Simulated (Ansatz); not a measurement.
# C4H8F2: small, medium and large basis sets

How large a basis does C4H8F2 need? Two functionals are run in growing sets.

Method: one geometry, several basis sets; program: Ansatz 0.2.0, Gaussian basis.

The runs, in order: PBE0-D4/def2-SVP; ωB97M-V/def2-SVP; PBE0-D4/def2-QZVPP; ωB97M-V/def2-QZVPP; the functionals' def2-TZVPP values are taken from earlier runs.

### Step 1. Structure used throughout

All runs share one geometry, relaxed beforehand with PBE0-D4 in a triple-zeta def2 set.

14 atoms, charge 0, spin multiplicity 1.

Atoms are counted from 1 here; the program's logs count them from 0.

Bond lengths: C1–C2 1.522 Å, C1–H7 1.092 Å, C1–H8 1.093 Å, C1–H9 1.091 Å, C2–C3 1.521 Å, C2–C4 1.511 Å, C2–H10 1.097 Å, C3–H11 1.092 Å, C3–H12 1.091 Å, C3–H13 1.092 Å, C4–F5 1.360 Å, C4–F6 1.362 Å, C4–H14 1.096 Å. Angles: C2–C1–H7 110.8°, C2–C1–H8 111.8°, C2–C1–H9 110.3°, H7–C1–H8 108.1°, H7–C1–H9 108.0°, H8–C1–H9 107.8°, C1–C2–C3 112.2°, C1–C2–C4 109.9°, C1–C2–H10 108.8°, C3–C2–C4 111.5°, C3–C2–H10 109.1°, C4–C2–H10 105.0°, C2–C3–H11 110.1°, C2–C3–H12 111.5°, C2–C3–H13 110.8°, H11–C3–H12 108.2°, H11–C3–H13 108.0°, H12–C3–H13 108.2° and more.

### Step 2. PBE0-D4 in def2-SVP

Contents of in.yaml:

```yaml
crystal:
  periodic: [false, false, false]
  atoms:
    - {symbol: C, position_ang: [-1.181611, -0.707689, 0.517563]}
    - {symbol: C, position_ang: [0.208114, -0.351388, 0.010720]}
    - {symbol: C, position_ang: [0.188724, 0.128610, -1.432524]}
    - {symbol: C, position_ang: [0.844154, 0.669227, 0.925644]}
    - {symbol: F, position_ang: [2.123964, 0.929324, 0.545113]}
    - {symbol: F, position_ang: [0.172002, 1.852517, 0.880202]}
    - {symbol: H, position_ang: [-1.844380, 0.159422, 0.472709]}
    - {symbol: H, position_ang: [-1.157890, -1.062896, 1.551271]}
    - {symbol: H, position_ang: [-1.618525, -1.497330, -0.096387]}
    - {symbol: H, position_ang: [0.849377, -1.237855, 0.084581]}
    - {symbol: H, position_ang: [-0.218364, -0.649899, -2.080747]}
    - {symbol: H, position_ang: [1.190971, 0.375773, -1.784953]}
    - {symbol: H, position_ang: [-0.438485, 1.016403, -1.537048]}
    - {symbol: H, position_ang: [0.869048, 0.346380, 1.972657]}
basis:
  gaussian: {orbitals: def2-SVP}
hamiltonian: {xc: pbe0, dispersion: d4}
output: {orbitals: {seedname: orbitals}}
```

Run with:

```bash
$ ansatz run in.yaml --threads 4 --pin off --events-out ev --progress --plain --max-ram 11315MiB
```

The runs that follow: ωB97M-V in def2-SVP; PBE0-D4 in def2-QZVPP; ωB97M-V in def2-QZVPP.

Before running them: what should the planned runs give, taken together? Wanted: PBE0-D4: double and triple zeta above quadruple; ωB97M-V: double and triple zeta above quadruple.

As calculated:

```
                                       quantity           value
PBE0-D4: double and triple zeta above quadruple  11.79, 0.51 eV
ωB97M-V: double and triple zeta above quadruple  12.20, 0.50 eV
```

In words: For PBE0-D4 the step from double to triple zeta gains 11.27 eV and the next only 0.51 eV. These are total energies; as a rule much of such shifts cancels in differences, which this series doesn't test. The LUMO of ωB97M-V is positive and keeps falling with the basis (3.35 to 1.81 eV): an unbound level that the basis holds in place.
